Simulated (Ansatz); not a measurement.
Ansatz (a program for electronic structure) input (CCSD(T)/aug-cc-pV(D+d)Z):
A basis named .json is the Basis Set Exchange file of that set.

Ansatz 0.2 input:
```yaml
crystal:
  periodic: [false, false, false]
  atoms:
    - {symbol: Si, position_ang: [0.00522298, 0.00088878, 0.13274662]}
    - {symbol: H, position_ang: [-0.03423424, 1.08488138, -0.93662313]}
    - {symbol: H, position_ang: [-0.03888754, -1.09732424, -0.92182957]}
basis:
  gaussian:
    orbitals: aug-cc-pV_D+d_Z.json
magnetization: {spin_polarized: false}
correlation: {method: ccsd_t, electrons: outside_noble_gas}
output: {forces: true}
```

End of the output:

```
integrals: 0.02 GiB planned
514 factors; integrals over basis functions are off by at most 8.3e-4 eV
mean field: 0.08 GiB planned
mean field evaluation 1: about -7891.5490 eV, gradient 7.4e0 eV
mean field evaluation 2: about -7891.5489 eV, gradient 7.4e0 eV
mean field evaluation 4: about -7891.9157 eV, gradient 4.7e-1 eV
mean field evaluation 8: about -7891.9180 eV, gradient 1.9e-4 eV
mean field evaluation 16: about -7891.9180 eV, gradient 1.5e-6 eV
mean field -7891.91798312 eV, -290.0226365456 hartree, gradient 1.5e-6 eV, S^2 0.000000; 0 other end points of the search recorded, 0 dependent functions left out; unrestricted orbitals would lower it
5 core orbitals not correlated
reference -7891.91798312 eV, -290.0226365456 hartree; 3, 3 occupied and 42, 42 virtual orbitals, 514 factors
densities: 0.10 GiB planned
second order -2.53209722 eV of doubles, -0.00000000 eV of singles
coupled cluster: 0.08 GiB planned
cycle   1  -3.07947070 eV  change   -5.5e-1 eV  update   6.5e-2
cycle   2  -3.32209251 eV  change   -2.4e-1 eV  update   2.8e-2
cycle   3  -3.33198271 eV  change   -9.9e-3 eV  update   9.0e-3
cycle   4  -3.33396266 eV  change   -2.0e-3 eV  update   3.0e-3
cycle   5  -3.33417776 eV  change   -2.2e-4 eV  update   1.2e-3
cycle   6  -3.33396880 eV  change    2.1e-4 eV  update   3.9e-4
cycle   7  -3.33411575 eV  change   -1.5e-4 eV  update   1.4e-4
cycle   8  -3.33413990 eV  change   -2.4e-5 eV  update   4.8e-5
cycle   9  -3.33411018 eV  change    3.0e-5 eV  update   1.5e-5
cycle  10  -3.33411599 eV  change   -5.8e-6 eV  update   4.8e-6
cycle  11  -3.33411590 eV  change    8.1e-8 eV  update   1.3e-6
perturbative correction -0.07555221 eV, -0.0027764925 hartree
the calculation of the forces begins
Total energy: -7895.32765123 eV, -290.1479395376 hartree
Atom 0 at     0.005223     0.000889     0.132747 Å, force     0.003158     0.000537     0.080268 eV/Å
Atom 1 at    -0.034234     1.084881    -0.936623 Å, force    -0.001392     0.087327    -0.040728 eV/Å
Atom 2 at    -0.038888    -1.097324    -0.921830 Å, force    -0.001766    -0.087864    -0.039540 eV/Å
Dipole moment:    -0.000336    -0.000057    -0.008546 e Å
```
